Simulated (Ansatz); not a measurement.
C2H6O3S (`COS(=O)OC`), relaxed with RKS PBE0-D4/def2-TZVP in Ansatz 0.2.0 from a PBE-D4/def2-SVP geometry. The force threshold is 0.005 eV/Å; the program also tests the step.

Total charge 0; spin multiplicity 1.

Start:

```xyz
12

C    -0.907    1.001    1.447
O    -1.282    0.054    0.446
S    -0.334   -1.367    0.448
O    -0.926   -2.140   -0.666
O     1.135   -0.691   -0.061
C     1.178   -0.245   -1.425
H    -1.727    1.743    1.501
H     0.041    1.520    1.189
H    -0.791    0.530    2.450
H     0.620   -0.943   -2.085
H     0.748    0.774   -1.525
H     2.245   -0.233   -1.718
```

Problem. How much energy does the relaxation release, and in how many steps? (Estimate.)

Solution. Ansatz gave: 0.24 eV, in 12 steps.

Problem. Which bonds change most? (Estimate.)

Solution. The calculation gave: S3–O5 from 1.695 to 1.613 Å; O2–S3 from 1.708 to 1.631 Å; S3–O4 from 1.480 to 1.441 Å; C6–H10 from 1.110 to 1.090 Å.

Problem. Give the relaxed structure. (Estimate.)

Solution. Ansatz gave: 
```xyz
12

C    -0.864    1.006    1.453
O    -1.220    0.099    0.415
S    -0.376   -1.297    0.416
O    -0.979   -2.032   -0.667
O     1.057   -0.741   -0.074
C     1.156   -0.280   -1.426
H    -1.684    1.717    1.536
H     0.060    1.534    1.208
H    -0.740    0.487    2.409
H     0.844   -1.063   -2.117
H     0.540    0.609   -1.575
H     2.206   -0.038   -1.578
```
